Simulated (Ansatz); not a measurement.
`O=C=CF` → 2 C• + F• + H• + O•  (atomization)

Computed with Ansatz on PBE0-D4/def2-TZVP structures; ΔE is electronic, products minus reactants. CCSD(T)/CBS is the MP2 limit (def2-TZVPP, def2-QZVPP) plus CCSD(T) − MP2 in def2-TZVPP, frozen cores. This one scheme is used for every species, atoms too. DFT in def2-TZVPP. HSE06 is defined as in plane-wave codes. No spin–orbit coupling; open shells (•) take unrestricted orbitals. Spin–orbit coupling would lower the free atoms: a little for C, F, O.

CCSD(T)/CBS gives +22.57 eV.

**Question.** Another level gave +24.10 eV. Which?
A. BLYP-D4/def2-TZVPP
B. CAM-B3LYP/def2-TZVPP
C. PBE/def2-TZVPP
D. HSE06/def2-TZVPP

**Answer.** C. PBE 24.10, CAM-B3LYP 22.77, HSE06 22.95, BLYP-D4 23.25 eV.

Largest T1 diagnostic among the species: 0.016.

From r2SCAN to r2SCAN0 (25 % exact exchange), in def2-TZVPP and without D4, ΔE moves by −0.94 eV: exact exchange takes away binding that semilocal exchange gives to molecules. At CCSD(T), def2-SVP lies −1.10 eV from the extrapolated value and def2-TZVPP −0.69 eV: correlation converges slowly with the basis, and small sets miss more of it in the bonded molecule than in its fragments. In def2-TZVPP, CCSD(T) changes the Hartree–Fock value by +7.14 eV (the triples alone add +0.62 eV) and MP2 by +8.23 eV; breaking electron pairs costs correlation energy, which Hartree–Fock lacks.

For atomizations the MP2-based limit and the directly extrapolated one differ by several kJ/mol either way, and by 10 to 25 for some Ge, Se and Sn compounds, so smaller differences from it don't rank the levels.
